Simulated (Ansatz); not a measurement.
C$_{3}$H$_{4}$FN, SMILES `FC1C=NC1`, relaxed with RKS PBE-D4/def2-SVP in Ansatz from a rough embedded geometry. The force threshold is 0.03 eV/Å; the program also tests the step.

Charge 0, multiplicity 1.

Start:

```xyz
9

F     0.076   -0.192    1.827
C     0.130    0.382    0.618
C     1.007   -0.434   -0.242
N     0.196   -0.710   -1.204
C    -0.929   -0.015   -0.424
H     0.397    1.462    0.617
H     2.121   -0.664   -0.145
H    -1.334    0.831   -1.017
H    -1.665   -0.661   -0.031
```

**Question.** By how much does the energy fall, and how many steps does the optimiser take? (Best estimate.)

**Answer.** The calculation gave: 30.29 kJ/mol, in 7 steps.

**Question.** Which bonds change most? (Best estimate.)

**Answer.** Ansatz gave: C5–H9 from 1.055 to 1.108 Å; F1–C2 from 1.340 to 1.377 Å; C2–C3 from 1.475 to 1.511 Å; N4–C5 from 1.535 to 1.500 Å.

**Question.** Give the relaxed structure. (An estimate is asked.)

**Answer.** Ansatz gave: 
```xyz
9

F    -0.047   -0.050    1.933
C     0.166    0.373    0.640
C     1.056   -0.445   -0.266
N     0.212   -0.645   -1.231
C    -0.889   -0.002   -0.442
H     0.425    1.457    0.658
H     2.118   -0.758   -0.235
H    -1.416    0.817   -0.974
H    -1.626   -0.748   -0.083
```
